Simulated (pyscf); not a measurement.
H₂O (SMILES O) + HO–Ga(Cl)–Cl (SMILES [OH][Ga]([Cl])[Cl]) → HO–Ga(Cl)–Cl (SMILES [OH][Ga]([Cl])[Cl]) + H₂O (SMILES O) (four-centre exchange; singlet surface; H–O, Ga–O broken, Ga–O, H–O formed). Optimised with ωB97X-D3(BJ)/def2-SVP in PySCF. Energies in kcal/mol from the separated reactants.

| level | barrier | reaction energy |
|---|---|---|
| ωB97X-D3(BJ)/def2-TZVP | -12.1 | 0.0 |
| PBE/def2-TZVP | -11.5 | 0.0 |
| B3LYP-D3(BJ)/def2-TZVP | -10.6 | 0.0 |
| PBE0-D3(BJ)/def2-TZVP | -12.9 | 0.0 |
| M06-2X/def2-TZVP | (withheld) | 0.0 |
| ωB97M-D3(BJ)/def2-TZVP | (withheld) | 0.0 |

Question: Complete the blanks.

Answer: 
- M06-2X/def2-TZVP, barrier: -14.9
- ωB97M-D3(BJ)/def2-TZVP, barrier: -10.9

On the reactant side the descent ends in an adduct with a Ga–O contact, 22.4 kcal/mol under the separated species and 10.3 kcal/mol under the saddle at ωB97X-D3(BJ)/def2-TZVP. On the product side the descent ends in an adduct with a Ga–O contact, 22.4 kcal/mol under the separated species and 10.3 kcal/mol under the saddle at ωB97X-D3(BJ)/def2-TZVP. At ωB97X-D3(BJ)/def2-TZVP, PBE, B3LYP-D3(BJ), PBE0-D3(BJ), M06-2X, ωB97M-D3(BJ) the saddle lies under the separated reactants, which points to a path from their complex (located at ωB97X-D3(BJ) alone). At ωB97X-D3(BJ)/def2-TZVP, PBE, B3LYP-D3(BJ), PBE0-D3(BJ), M06-2X, ωB97M-D3(BJ) the saddle lies under the separated products, which points to a path from their complex (located at ωB97X-D3(BJ) alone). What is counted as formed (Ga–O) is already present as a longer contact in the reactant adduct; forming that adduct is a step of its own. What is counted as broken (Ga–O) persists as a longer contact in the product adduct; parting that adduct is a step of its own. This is the saddle that the search found; another between the same sides may lie lower. Elements up to Kr have no core potential and no relativistic terms here.
